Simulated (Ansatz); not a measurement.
Start from `C=CC=C` and change one atom or group to get `C=C/C=C\F`.

Ansatz, PBE0-D4/def2-TZVP geometries, multiplicity 1. Each molecule was computed in one conformer, which needn't be the lowest.

```tsv
property	`C=CC=C`
LUMO energy (B3LYP/def2-TZVPP) / eV	-1.07
LUMO energy (ωB97M-V/def2-TZVPP) / eV	1.22
HOMO–LUMO gap (B3LYP/def2-TZVPP) / eV	5.55
size of the dipole moment (ωB97M-V/def2-TZVPP) / D	0.00
HOMO energy (ωB97M-V/def2-TZVPP) / eV	-8.92
size of the dipole moment (PBE/def2-TZVPP) / D	0.00
```

(1) Give the same properties after the change, and the shifts. (Estimate.)

Results:

(1) The calculation gave: 
```
                                          property  `C=C/C=C\F`  shift
               LUMO energy (B3LYP/def2-TZVPP) / eV        -1.08  -0.01
             LUMO energy (ωB97M-V/def2-TZVPP) / eV         1.22   0.00
             HOMO–LUMO gap (B3LYP/def2-TZVPP) / eV         5.48  -0.07
size of the dipole moment (ωB97M-V/def2-TZVPP) / D         1.22   1.22
             HOMO energy (ωB97M-V/def2-TZVPP) / eV        -8.86   0.06
    size of the dipole moment (PBE/def2-TZVPP) / D         1.09   1.09
```

B3LYP here is the variant with VWN-RPA as its local correlation; programs differ in this.
